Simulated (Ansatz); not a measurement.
**CHAlO (triplet): from Hartree-Fock to the top rungs, def2-TZVPP**

The task here is to estimate one member of a computed series from the others.

The runs use Ansatz 0.2.0, Gaussian basis; def2-TZVPP, core rule «outside noble gas», up to 7 orbitals frozen.

The runs, in order: UHF; ROHF; CCSD(T) on UHF.

2 further runs of the same task are left out: 2 set aside as unsound or not needed.

### The system

The geometry is a PBE0/def2-TZVP stationary point (not a proven minimum) of the parent state, kept for this charge and spin.

4 atoms, charge 0, spin multiplicity 3.

Atoms are counted from 1 here; the program's logs count them from 0.

Bond lengths: C1–Al2 1.968 Å, C1–H4 1.105 Å, Al2–O3 1.603 Å. Angles: Al2–C1–H4 113.1°, C1–Al2–O3 169.8°.

Set-up of the first run:

The input, in.yaml:

```yaml
crystal:
  periodic: [false, false, false]
  atoms:
    - {symbol: C, position_ang: [0.000000, -0.184129, 1.945650]}
    - {symbol: Al, position_ang: [0.000000, 0.064396, -0.006581]}
    - {symbol: O, position_ang: [0.000000, -0.018876, -1.607235]}
    - {symbol: H, position_ang: [0.000000, 0.769929, 2.503856]}
basis:
  gaussian: {orbitals: def2-TZVPP}
magnetization: {spin_polarized: true, initial_magnetization: 2}
hamiltonian: {xc: hf}
output: {orbitals: {seedname: orbitals}}
```

Command:

```
$ ansatz run in.yaml --threads 1 --pin off --events-out ev --progress --plain --max-ram 4096MiB --backend cpu
```

Among the steps run: UHF; ROHF; CCSD(T) on UHF.

One of the session's tables, all rows but one given; the rest of the session is left out.

```
  method  from UCCSD(T) (kcal/mol)
    ROHF                   +288.37
     UHF                   +284.76
    UMP2                         ?
   UCCSD                    +13.48
UCCSD(T)                         0
```

**Question.** Estimate the row for UMP2.

As computed: from UCCSD(T) (kcal/mol): +19.36. In the column «from UCCSD(T) (kcal/mol)» it lies between UCCSD (+13.48) and UHF (+284.76).
